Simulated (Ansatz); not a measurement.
Diamond-structure Si, treated with HSE06 (plane waves, PAW; Ansatz, a program for electronic structure).

Settings: plane-wave cutoff 520 eV, 8×8×8 k mesh, finite displacements, scalar-relativistic PAW data made under PBE.

Computed at the level's own relaxed cell.

Task: Give the computed zone-centre TO phonon frequency.

Result: 
- zone-centre TO phonon frequency = 528 cm⁻¹

Measured, for comparison: zone-centre TO phonon frequency 525 cm⁻¹ (low temperature, zero-point motion not removed; as tabulated in Tanner et al. (2021), arXiv:2110.11888). Computed (rounded) less measured: zone-centre TO phonon frequency +0.6 %.
